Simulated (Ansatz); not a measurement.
# CH₇AlSi: one species, many methods

One table from this session's results is given with a row withheld; the runs are named, their logs left out.

The runs use Ansatz 0.2.0, Gaussian basis; functionals in def2-TZVPP, the program's frozen cores in correlated methods.

Plan: LDA (SPW92), PBE-D4, revPBE-D4, BLYP-D4, r2SCAN-D4, B97M-V, PBE0-D4, B3LYP-D4, r2SCANh-D4, r2SCAN0-D4, HSE06-D4, BHLYP-D4, CAM-B3LYP-D4, LC-ωPBE, ωB97X-V, ωB97M-V, B2PLYP, PBE-QIDH; CCSD(T)/def2-SVP; CCSD(T)/def2-TZVPP; CCSD(T)/def2-QZVPP; extrapolation to the limit; RPA on PBE.

## Structure used throughout

All runs share one geometry, relaxed beforehand with PBE0-D4 in a triple-zeta def2 set.

SMILES `[CH3][AlH][SiH3]`, 10 atoms, charge 0, spin multiplicity 1.

Atoms are counted from 1 here; the program's logs count them from 0.

Bond lengths: C1–Al2 1.953 Å, C1–H4 1.096 Å, C1–H5 1.092 Å, C1–H6 1.096 Å, Al2–Si3 2.461 Å, Al2–H7 1.593 Å, Si3–H8 1.494 Å, Si3–H9 1.494 Å, Si3–H10 1.490 Å. Angles: Al2–C1–H4 110.5°, Al2–C1–H5 113.7°, Al2–C1–H6 110.2°, H4–C1–H5 108.0°, H4–C1–H6 106.2°, H5–C1–H6 107.9°, C1–Al2–Si3 120.6°, C1–Al2–H7 118.9°, Si3–Al2–H7 120.4°, Al2–Si3–H8 110.9°, Al2–Si3–H9 110.7°, Al2–Si3–H10 114.1°, H8–Si3–H9 106.3°, H8–Si3–H10 107.2°, H9–Si3–H10 107.2°.

As a file:

```xyz
10

C    -1.42845    0.96715   -0.79241
Al    0.40907    0.30945   -0.72092
Si    1.16166   -1.10731    1.14540
H    -1.90921    0.65934   -1.72748
H    -2.05065    0.62412    0.03663
H    -1.43802    2.06298   -0.79039
H     1.41690    0.70921   -1.88774
H     0.33488   -2.34762    1.24101
H     1.00020   -0.39503    2.44850
H     2.58662   -1.53360    1.05037
```

Set-up of the first run:

Contents of in.yaml:

```yaml
crystal:
  periodic: [false, false, false]
  atoms:
    - {symbol: C, position_ang: [-1.428446, 0.967154, -0.792407]}
    - {symbol: Al, position_ang: [0.409065, 0.309455, -0.720919]}
    - {symbol: Si, position_ang: [1.161657, -1.107311, 1.145404]}
    - {symbol: H, position_ang: [-1.909213, 0.659339, -1.727475]}
    - {symbol: H, position_ang: [-2.050649, 0.624124, 0.036631]}
    - {symbol: H, position_ang: [-1.438018, 2.062980, -0.790387]}
    - {symbol: H, position_ang: [1.416903, 0.709211, -1.887736]}
    - {symbol: H, position_ang: [0.334884, -2.347617, 1.241011]}
    - {symbol: H, position_ang: [1.000200, -0.395030, 2.448503]}
    - {symbol: H, position_ang: [2.586617, -1.533604, 1.050372]}
basis:
  gaussian: {orbitals: def2-TZVPP}
hamiltonian: {xc: lda}
output: {orbitals: {seedname: orbitals}}
```

On the command line:

```bash
$ ansatz run in.yaml --threads 2 --pin off --events-out ev --progress --plain --max-ram 32768MiB --backend cpu
```

Steps of the session up to this table: LDA; PBE-D4 (GGA); revPBE-D4 (GGA); BLYP-D4 (GGA); r2SCAN-D4 (meta-GGA); B97M-V (meta-GGA); PBE0-D4 (hybrid); B3LYP-D4 (hybrid); r2SCANh-D4 (hybrid); r2SCAN0-D4 (hybrid); HSE06-D4 (hybrid); BHLYP-D4 (hybrid); CAM-B3LYP-D4 (range-separated); LC-ωPBE (range-separated); ωB97X-V (range-separated); ωB97M-V (range-separated); B2PLYP (double hybrid); PBE-QIDH (double hybrid).

One of the session's tables, all rows but one given; the rest of the session is left out.

It belongs to the step «Frontier levels by functional». 

| functional | HOMO (eV) | LUMO (eV) | gap (eV) |
| --- | --- | --- | --- |
| LDA (SPW92) | -6.34 | -2.70 | 3.64 |
| PBE-D4 | -6.27 | -2.50 | 3.77 |
| revPBE-D4 | ? | ? | ? |
| BLYP-D4 | -6.13 | -2.37 | 3.76 |
| r2SCAN-D4 | -6.51 | -2.24 | 4.26 |
| B97M-V | -6.59 | -2.46 | 4.13 |
| PBE0-D4 | -7.35 | -1.74 | 5.61 |
| B3LYP-D4 | -7.16 | -1.93 | 5.23 |
| r2SCANh-D4 | -6.90 | -1.99 | 4.92 |
| r2SCAN0-D4 | -7.50 | -1.60 | 5.89 |
| HSE06-D4 | -6.95 | -2.11 | 4.85 |
| BHLYP-D4 | -8.33 | -0.95 | 7.38 |
| CAM-B3LYP-D4 | -8.61 | -0.78 | 7.83 |
| LC-ωPBE | -9.92 | 0.29 | 10.21 |
| ωB97X-V | -9.60 | 0.17 | 9.76 |
| ωB97M-V | -9.35 | -0.12 | 9.23 |

Estimate the missing values for revPBE-D4.

As computed: HOMO (eV): -6.24; LUMO (eV): -2.40; gap (eV): 3.84. In the column «HOMO (eV)» it lies between PBE-D4 (-6.27) and BLYP-D4 (-6.13).
